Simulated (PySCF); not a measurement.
Species: H₅OSi₂ (charge -1).
Structure used (PBE0-D3(BJ)/def2-SVP), in Å, numbered top down from 1:
```xyz
8
H5OSi2 angstrom
Si     1.817   -0.613    0.670
O      0.053   -0.403    1.009
Si    -1.048    0.167   -0.036
H      1.660   -1.289   -0.737
H      2.046    0.784   -0.008
H     -0.801    1.578   -0.509
H     -1.226   -0.662   -1.284
H     -2.417    0.203    0.608
```

Level: PBE0/pcSseg-1 in PySCF, non-relativistic, on one gas-phase PBE0-D3(BJ)/def2-SVP geometry that isn't relaxed in the solvent. The solvent is an IEF-PCM continuum (van der Waals radii × 1.2). Specific hydrogen bonds and non-electrostatic terms are outside this model.

| run | E − E(gas) (kJ/mol) | HOMO (eV) | HOMO–LUMO gap (eV) |
| --- | --- | --- | --- |
| gas | 0.00 | -0.16 | 4.89 |
| P | -197.96 | -4.39 | 5.36 |
| Q | -174.68 | -3.90 | 5.30 |

Task: The runs were made in chloroform and dichloromethane. Which run belongs to which solvent?

Result: P = dichloromethane, Q = chloroform. The dielectric constants are 4.711 (chloroform), 8.93 (dichloromethane), and the energy falls further as ε rises. In this model the ground state sees the solvent through ε alone.

Task: How constant is the ratio of the lowering to 1 − 1/ε?

Result: 
```csv
solvent,1 − 1/ε,E − E(gas) (kJ/mol),ratio (kJ/mol),polarisation term (kJ/mol)
chloroform,0.788,-174.68,-221.7,-176.89
dichloromethane,0.888,-197.96,-222.9,-201.06
```

The ratio changes by +0.5 % in size from chloroform to dichloromethane. The polarisation term is half the interaction of the solute with the induced surface charges.
